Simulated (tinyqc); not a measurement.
Inside a calculation. Method: Pariser-Parr-Pople SCF with singles CI, for the molecule C=CC=C[CH2+] (SMILES; centres numbered as the heavy atoms are written). Computed by tinyqc, a small Python program that keeps every step. Settings: charge = 1, gamma = Ohno, start = core, damping = 0, iteration cap = 60, excitations kept = 9. Command: `OMP_NUM_THREADS=1 python tinyqc.py 26957 26958 out.jsonl` (the two numbers bound the seeds that draw the settings). One thread of a shared host (Intel(R) Xeon(R) Processor @ 2.60GHz), about 0.01 s of CPU time with the checks. Later iterations appear only in the table of the cycle.

## PPP integrals

Centres (angstrom, eV; a flat drawing with bonds scaled to 1.40 angstrom):
```
centre,x,y,core charge z,W,gamma_rr
1C,-2.425000,-0.280000,1,9.970000,10.740000
2C,-1.212000,0.420000,1,9.970000,10.740000
3C,0.000000,-0.280000,1,9.970000,10.740000
4C,1.212000,0.420000,1,9.970000,10.740000
5C,2.425000,-0.280000,1,9.970000,10.740000
```

Resonance integrals (eV):
```
i,j,beta
1,2,-2.390000
2,3,-2.390000
3,4,-2.390000
4,5,-2.390000
```

Ohno: gamma = 14.399645/sqrt(R^2 + a^2), a = 2 x 14.399645/(gamma_rr + gamma_ss); H_rr = -W_r - sum_(s != r) z_s gamma_rs; H_rs = beta for bonds.

repulsion gamma_rs (eV), lower triangle:
```
,1C,2C,3C,4C,5C
1C,10.740000
2C,7.427060,10.740000
3C,5.196622,7.429457,10.740000
4C,3.655701,5.198264,7.429457,10.740000
5C,2.861666,3.655701,5.196622,7.427060,10.740000
```

core matrix H (eV), lower triangle:
```
,1C,2C,3C,4C,5C
1C,-29.111049
2C,-2.390000,-33.680482
3C,0.000000,-2.390000,-35.222158
4C,0.000000,0.000000,-2.390000,-33.680482
5C,0.000000,0.000000,0.000000,-2.390000,-29.111049
```

## Starting guess

pi electrons, sum of z_r less the charge = 4

Orbitals of the core matrix H.

P at the start, lower triangle:
```
,1C,2C,3C,4C,5C
1C,0.183722
2C,0.472284,1.266021
3C,0.179340,0.680283,1.100514
4C,-0.250565,-0.424985,0.680283,1.266021
5C,-0.125271,-0.250565,0.179340,0.472284,0.183722
```

## Iteration 1: Fock matrix

F_rr = H_rr + P_rr gamma_rr / 2 + sum_(s != r) P_ss gamma_rs; F_rs = H_rs - P_rs gamma_rs / 2; E = tr P (H + F) / 2 + core repulsion sum_(r<s) z_r z_s gamma_rs.

F (eV), lower triangle:
```
,1C,2C,3C,4C,5C
1C,-7.848749
2C,-4.143840,-10.088470
3C,-0.465982,-4.917068,-8.591234
4C,0.457995,1.104593,-4.917068,-10.088470
5C,0.179243,0.457995,-0.465982,-4.143840,-7.848749
```

pi energy = -47.835706 eV

## Iteration 1: orbitals and new P

Diagonalise F (the basis is taken as orthonormal) and form P = 2 sum c c over the lowest orbitals.

orbital energies (eV): -16.829442  -14.476872  -7.326295  -4.744182  -1.088880

P after iteration 1, lower triangle:
```
,1C,2C,3C,4C,5C
1C,0.446223
2C,0.706451,1.164169
3C,0.291199,0.625164,0.779215
4C,-0.239194,-0.161031,0.625164,1.164169
5C,-0.228577,-0.239194,0.291199,0.706451,0.446223
```

## Iteration 2: Fock matrix

As before.

F (eV), lower triangle:
```
,1C,2C,3C,4C,5C
1C,-8.486393
2C,-5.013428,-10.642703
3C,-0.756624,-4.712316,-9.101775
4C,0.437211,0.418540,-4.712316,-10.642703
5C,0.327055,0.437211,-0.756624,-5.013428,-8.486393
```

pi energy = -50.300387 eV

## Iteration 2: orbitals and new P

As before.

orbital energies (eV): -18.098397  -15.502650  -7.462828  -4.372042  -1.924051

P after iteration 2, lower triangle:
```
,1C,2C,3C,4C,5C
1C,0.552666
2C,0.770482,1.114119
3C,0.319985,0.584786,0.666429
4C,-0.208914,-0.087828,0.584786,1.114119
5C,-0.245386,-0.208914,0.319985,0.770482,0.552666
```

## Convergence

Stop when output and input P, before any damping, agree to 1e-7.

Course of the cycle:
```
iteration,E (eV),largest |P(out) - P(in)|
1,-47.83570633,3.21e-01
2,-50.30038739,1.13e-01
3,-50.59162397,3.64e-02
4,-50.61871986,1.22e-02
5,-50.62133537,4.38e-03
6,-50.62163332,1.69e-03
7,-50.62167516,6.90e-04
8,-50.62168215,2.94e-04
9,-50.62168345,1.29e-04
10,-50.62168371,5.74e-05
11,-50.62168376,2.58e-05
12,-50.62168377,1.17e-05
13,-50.62168377,5.30e-06
14,-50.62168377,2.41e-06
15,-50.62168377,1.10e-06
16,-50.62168377,4.99e-07
17,-50.62168377,2.27e-07
18,-50.62168377,1.03e-07
19,-50.62168377,4.71e-08
```

Converged in 19 iterations.

## Converged orbitals

Charges are z - P_rr.

orbital energies (eV): -18.579280  -15.926038  -7.686246  -4.375331  -2.434333

coefficients:
```
,MO1,MO2,MO3,MO4,MO5
1C,0.299753,0.456984,-0.550491,0.539598,0.327274
2C,0.507440,0.539598,-0.016295,-0.456984,-0.492178
3C,0.552545,0.000000,0.627208,0.000000,0.548913
4C,0.507440,-0.539598,-0.016295,0.456984,-0.492178
5C,0.299753,-0.456984,-0.550491,-0.539598,0.327274
```

pi charges: 1C 0.402628, 2C -0.097323, 3C 0.389389, 4C -0.097323, 5C 0.402628

## Singles CI, singlets

Over the 6 single excitations with the smallest orbital gaps: A = (e_a - e_i) delta + 2 (ia|jb) - (ij|ab), with (pq|rs) = sum c_mp c_mq gamma_mn c_nr c_ns. f = 2/3 w |mu|^2 in atomic units, mu = sqrt2 sum c_ia sum_m c_mi c_ma R_m.

singlet CI matrix (eV), lower triangle:
```
,2>3,1>3,2>4,2>5,1>4,1>5
2>3,4.065736
1>3,0.000000,5.933656
2>4,0.000000,0.090703,6.906134
2>5,-0.307958,0.000000,0.000000,7.934795
1>4,0.845823,0.000000,0.000000,-0.704569,8.713916
1>5,0.000000,-0.526153,-0.888980,0.000000,0.000000,9.978746
```

singlet excitation energies (eV): 3.908242  5.865724  6.670389  7.526108  9.280097  10.282423

oscillator strengths: 1.078797  0.004621  0.206274  0.021564  0.005367  0.108559

## Singles CI, triplets

Over the 6 single excitations with the smallest orbital gaps: A = (e_a - e_i) delta - (ij|ab), with (pq|rs) = sum c_mp c_mq gamma_mn c_nr c_ns.

triplet CI matrix (eV), lower triangle:
```
,2>3,1>3,2>4,2>5,1>4,1>5
2>3,2.002962
1>3,0.000000,4.294793
2>4,0.000000,1.224324,5.112520
2>5,-0.162095,0.000000,0.000000,6.864810
1>4,1.224324,0.000000,0.000000,-1.660856,7.829107
1>5,0.000000,-0.845540,-1.660856,0.000000,0.000000,8.940104
```

triplet excitation energies (eV): 1.750008  3.393763  5.117828  5.708109  9.238762  9.835826
